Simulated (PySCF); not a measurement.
**Functional benchmark on one molecule**

Molecule: SMILES [C-]#[O+], CO.

Bonds (- single, = double, # triple, : aromatic): C1#O2 1.128 Å. Formal charges: C1 -1, O2 +1.

Geometry PBE0-D3(BJ)/def2-SVP throughout; GIAO in PySCF 2.14.0 with density-fitted response routines, gas phase, one conformer, non-relativistic; equivalent atoms averaged; basis pcSseg-2.

Reference values (B3LYP/multiwavelet basis limit; gas (isolated, no vibration); Jensen, Fla, Jonsson, Monstad, Ruud, Frediani, PCCP 2016, 18, 21145): σ(C1) = -23.3 ppm, σ(O2) = -88.9 ppm.

How do the functionals HF, LDA, PBE, BLYP, BP86, OPBE, KT2, KT3, B97-D, B3LYP, PBE0, mPW1PW91, WP04, B97-2, BHandHLYP, CAM-B3LYP, wB97X-D, LC-wPBE perform against the reference? Times are CPU seconds on shared hosts with different chips, so compare them loosely.

Results:


```tsv
functional	kind	C1	O2	abs. error C	abs. error O	core-s
HF	Hartree–Fock	-24.5	-86.6	1.2	2.3	0.3
LDA	LDA	-20.6	-88.7	2.7	0.2	0.78
PBE	GGA	-15.2	-81.4	8.1	7.5	1.3
BLYP	GGA	-17.3	-80.7	6.0	8.2	1.2
BP86	GGA	-14.1	-80.3	9.2	8.6	1.1
OPBE	GGA	-6.5	-71.9	16.8	17.0	1.2
KT2	GGA	0.9	-63.9	24.2	25.0	1.1
KT3	GGA	-0.1	-61.4	23.2	27.5	1.1
B97-D	GGA	-8.7	-67.9	14.6	21.0	1.2
B3LYP	global hybrid	-20.6	-84.1	2.7	4.8	0.92
PBE0	global hybrid	-18.8	-85.2	4.5	3.7	0.83
mPW1PW91	global hybrid	-19.5	-85.8	3.8	3.1	0.83
WP04	global hybrid	-31.3	-82.8	8.0	6.1	0.46
B97-2	global hybrid	-14.4	-76.6	8.9	12.3	1.2
BHandHLYP	global hybrid	-24.1	-86.9	0.8	2.0	0.4
CAM-B3LYP	range-separated hybrid	-21.8	-82.9	1.5	6.0	0.5
wB97X-D	range-separated hybrid	-18.7	-86.6	4.6	2.3	0.54
LC-wPBE	range-separated hybrid	-21.5	-78.2	1.8	10.7	0.74
```

For $^{13}$C the closest is BHandHLYP (0.8 ppm) and the furthest KT2 (24.2 ppm).

For $^{17}$O the closest is LDA (0.2 ppm) and the furthest KT3 (27.5 ppm). One molecule is a small sample, and the reference may use another geometry.
